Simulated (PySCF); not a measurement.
Isomers of C5H5N. The calculation used PBE0-D3(BJ)/def2-SVP geometry optimisation, gas phase (PySCF 2.14.0). One conformer each; no zero-point energy, no entropy. No frequencies were run at this level. Point groups hold within 0.08 Å.

Question: Order them by energy at this level, lowest first, and give relative energies in kcal/mol.
A. `[CH:1]#[C:2][CH2:3][CH2:4][C:5]#[N:6]` with C2–C3–C4–C5 180°
B. `[H]/[N:6]=[CH:5]/[CH:4]=[CH:3]\[C:2]#[CH:1]` with C3–C4–C5–N6 180°
C. `[H]/[N:6]=[CH:5]\[C:3]([C:2]#[CH:1])=[CH2:4]` with C2–C3–C5–N6 0°
D. `CC#CCC#N`
E. `[C@@H]1(C=C1C)C#N`
F. `[CH:1]#[C:2][C:3]#[C:4][CH2:5][NH2:6]` with C4–C5–N6–H 180° and 63°
G. `[CH2:1]=[N:2][C:3]1=[CH:4][C:5]1=[CH2:6]` with C1–N2–C3–C4 89°
H. `CC#C[C@@H]1C=N1`

Answer: D (0.0), A (3.4), E (7.2), B (15.2), C (17.0), H (35.0), G (35.5), F (36.7).

As drawn, the lowest has a C≡N group, which the highest lacks; the highest has an N–H bond, which the lowest lacks. Neighbours under 2.5 kcal/mol apart ([H]/N=C/C=C\C#C and [H]/N=C\C(=C)C#C; CC#C[C@@H]1C=N1 and C=NC1=CC1=C; C=NC1=CC1=C and C#CC#CCN) can change places with a better method, another conformer or zero-point energy.

```tsv
SMILES	E (Eh)	E rel (kcal/mol)	dipole (D)	point group	A, B, C (MHz)
CC#CCC#N	-247.73092	0.0	4.04	near Cs	12749, 1513, 1376
C#CCCC#N	-247.72554	3.4	3.36	Cs	25583, 1468, 1413
CC1=C[C@@H]1C#N	-247.71941	7.2	4.67	C1	7928, 2429, 2039
[H]/N=C/C=C\C#C	-247.70673	15.2	1.75	Cs	9907, 1983, 1652
[H]/N=C\C(=C)C#C	-247.70382	17.0	2.46	Cs	4775, 3608, 2055
CC#C[C@@H]1C=N1	-247.67514	35.0	2.20	C1	17959, 1614, 1612
C=NC1=CC1=C	-247.67431	35.5	3.06	C1	10129, 2338, 2000
C#CC#CCN	-247.67242	36.7	2.00	–	25748, 1314, 1264
```

Q: How do the relative energies change in single points at PBE0/pcSseg-1 (no added dispersion term) on the same geometries?

A: 
```
          SMILES  PBE0-D3(BJ)/def2-SVP (kcal/mol)  PBE0/pcSseg-1 (kcal/mol)  shift
        CC#CCC#N                              0.0                       0.0    0.0
        C#CCCC#N                              3.4                       2.8   -0.6
 CC1=C[C@@H]1C#N                              7.2                       9.0   +1.8
 [H]/N=C/C=C\C#C                             15.2                      16.2   +1.0
[H]/N=C\C(=C)C#C                             17.0                      18.0   +1.0
 CC#C[C@@H]1C=N1                             35.0                      36.6   +1.6
     C=NC1=CC1=C                             35.5                      39.6   +4.1
        C#CC#CCN                             36.7                      37.6   +0.9
```

Each column counts from its own lowest isomer. The lowest isomer stays, but the order above it changes; the largest shift is 4.1 kcal/mol.

Q: As an exercise, what shares would exp(−E/RT) give at 1000 K from these electronic energies alone (no entropy, no degeneracies)?

A: RT = 1.987 kcal/mol: CC#CCC#N 82.7 %, C#CCCC#N 15.1 %, CC1=C[C@@H]1C#N 2.2 %, [H]/N=C/C=C\C#C under 0.1 %, [H]/N=C\C(=C)C#C under 0.1 %, CC#C[C@@H]1C=N1 under 0.1 %, C=NC1=CC1=C under 0.1 %, C#CC#CCN under 0.1 %.
